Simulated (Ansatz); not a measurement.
Geometry optimisation, RKS PBE-D4/def2-SVP (Ansatz).

The input (input.yaml):

```yaml
crystal:
  periodic: [false, false, false]
  atoms:
    - { symbol: C, position_ang: [-1.2169, 0.8808, -0.7518] }
    - { symbol: Al, position_ang: [0.4946, 0.0237, -0.5568] }
    - { symbol: C, position_ang: [0.8825, -0.9581, 1.1083] }
    - { symbol: H, position_ang: [0.22689, 0.5682, -1.97223] }
    - { symbol: H, position_ang: [-1.3123, 1.412, -1.7735] }
    - { symbol: H, position_ang: [-1.388, 1.7017, 0.0337] }
    - { symbol: H, position_ang: [1.6025, 0.0983, -1.7282] }
    - { symbol: H, position_ang: [0.0879, -0.8775, 1.8059] }
    - { symbol: H, position_ang: [1.1241, -2.0066, 0.9263] }
    - { symbol: H, position_ang: [1.8097, -0.5079, 1.6269] }
basis:
  gaussian: { orbitals: def2-SVP }
hamiltonian:
  xc: pbe
  dispersion: d4
relax:
  f_tol: 0.02
  max_steps: 50
```

Run as:

```bash
$ ansatz run input.yaml --threads 1 --pin off --max-ram 2048MiB --backend cpu --events-out ev --progress --plain --runs-dir out
```

Task: Where does it end, and by what steps?

Result: It converged. After 11 steps the energy has fallen by 5.051 eV; H4 moved furthest, 1.66 Å. Parted: Al2–H4 (1.54 → 2.59 Å). Joined: C1–H4 (1.92 → 1.11 Å).

```csv
step,energy less start (eV),largest force component (eV/Å),accepted
0,0.0000,3.159,yes
1,-1.0176,1.795,yes
2,-1.8786,1.955,yes
3,-2.8577,2.495,yes
4,-3.8235,1.388,yes
5,-4.3445,1.622,yes
6,-4.6611,0.820,yes
7,-4.8753,0.594,yes
8,-5.0091,0.268,yes
9,-5.0482,0.142,yes
10,-5.0503,0.075,yes
11,-5.0515,0.019,yes
```

```xyz
10
Properties=species:S:1:pos:R:3
C -0.724 1.184 -1.025
Al 0.627 -0.200 -0.656
C 0.902 -0.977 1.132
H -0.258 2.084 -1.485
H -1.462 0.816 -1.772
H -1.290 1.514 -0.130
H 1.557 -0.702 -1.868
H 0.033 -0.851 1.811
H 1.157 -2.057 1.088
H 1.768 -0.477 1.623
```

The run took 27 s on 1 thread of Arm Neoverse V1, with other jobs on the host, peak memory 0.11 GiB.
